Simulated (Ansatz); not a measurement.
Compare A (`C=C(C)C(C)C`) with its isomer B (`C/C=C(\C)CC`).

Computed with Ansatz on PBE0-D4/def2-TZVP structures; ΔE is electronic, products minus reactants. CCSD(T)/CBS is the MP2 limit (def2-TZVPP, def2-QZVPP) plus CCSD(T) − MP2 in def2-TZVPP, frozen cores. Functionals use def2-TZVPP. B3LYP here is the variant with VWN-RPA as its local correlation; programs differ in this. One conformer a species, not always the lowest.

A:

```xyz
18

C     0.855    1.755    0.918
C     0.460    0.791    0.091
C     0.811    0.821   -1.364
C    -0.360   -0.372    0.595
C     0.367   -1.702    0.417
C    -1.739   -0.422   -0.059
H     0.600    1.733    1.973
H     1.444    2.596    0.570
H    -0.086    0.832   -1.991
H     1.387   -0.062   -1.654
H     1.402    1.705   -1.606
H    -0.505   -0.212    1.669
H    -0.205   -2.514    0.874
H     1.355   -1.679    0.882
H     0.496   -1.949   -0.640
H    -2.270    0.525    0.064
H    -1.667   -0.635   -1.128
H    -2.346   -1.212    0.391
```

B:

Z-matrix (Å, degrees):
```
C
C 1 1.491
H 1 1.090 2 113.2
H 1 1.095 2 110.7 3 -120.9
H 1 1.095 2 110.9 3 121.3
C 2 1.334 1 128.4 3 0.6
H 2 1.089 1 114.9 3 -179.5
C 6 1.503 2 120.2 1 179.5
C 6 1.497 2 124.4 1 -0.5
C 8 1.525 6 113.9 2 -116.1
H 8 1.098 6 109.0 2 122.3
H 8 1.094 6 109.0 2 6.3
H 9 1.095 6 111.2 2 113.1
H 9 1.089 6 113.0 2 -8.0
H 9 1.095 6 110.3 2 -128.9
H 10 1.092 8 110.8 6 178.2
H 10 1.092 8 111.8 6 -62.0
H 10 1.093 8 110.8 6 58.3
```

Which isomer does CCSD(T)/CBS put lower? Give the gap. (Estimate.)

Ansatz gave: A, by 0.2 kcal/mol. So small a gap doesn't settle the order.

Give E(B) − E(A) in kcal/mol with CCSD/def2-TZVPP, B3LYP, r2SCAN-D4, B2PLYP, HF/def2-TZVPP, PBE0-D4, BLYP-D4. (Estimate.)

Computed: CCSD/def2-TZVPP 0.1, B3LYP -1.7, r2SCAN-D4 -0.8, B2PLYP -0.8, HF/def2-TZVPP -0.7, PBE0-D4 -1.1, BLYP-D4 -0.9. The order is the other way round with B3LYP, r2SCAN-D4, B2PLYP, HF/def2-TZVPP, PBE0-D4, BLYP-D4.

Largest T1 diagnostic: 0.009.

From BLYP to BHLYP (50 % exact exchange), in def2-TZVPP and without D4, E(B) − E(A) moves by +0.9 kcal/mol. Leaving LDA and LC-ωPBE aside and taking each functional with its dispersion term where it has one, the values, not all of them listed here, spread over 1.3 kcal/mol, from PBE-D4 to ωB97M-V.
